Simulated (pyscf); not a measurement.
`[BH2][OH]` + `[FH]` → `[OH][BH][F]` + `[H][H]`, a four-centre exchange (singlet surface; B–H, F–H broken, B–F, H–H formed). Optimised with ωB97X-D3(BJ)/def2-SVP in PySCF. Energies in kcal/mol from the separated reactants.

Small-basis levels: PySCF, no dispersion term, spherical d functions. 

### Question
In single points HF/6-31G* puts the saddle at 35.3 kcal/mol and the reaction energy at -38.8 kcal/mol. Should these be trusted to within a few kcal/mol? Compare with ωB97M-D3(BJ)/def2-TZVP.

### Answer
ωB97M-D3(BJ)/def2-TZVP gives ΔE‡ = 19.1 kcal/mol and ΔE = -33.6 kcal/mol. HF/6-31G* lies 16.3 kcal/mol over it in the barrier and 5.2 kcal/mol under it in the reaction energy, so on this step it does not hold to within 3.0 kcal/mol. ωB97M-D3(BJ)/def2-TZVP has limits of its own. The same reactants have a lower exit, to H₂B–F + H₂O (barrier +10.5 kcal/mol at ωB97M-D3(BJ)/def2-TZVP, against +19.1 kcal/mol here). One saddle was located; it need not be the lowest between these sides.
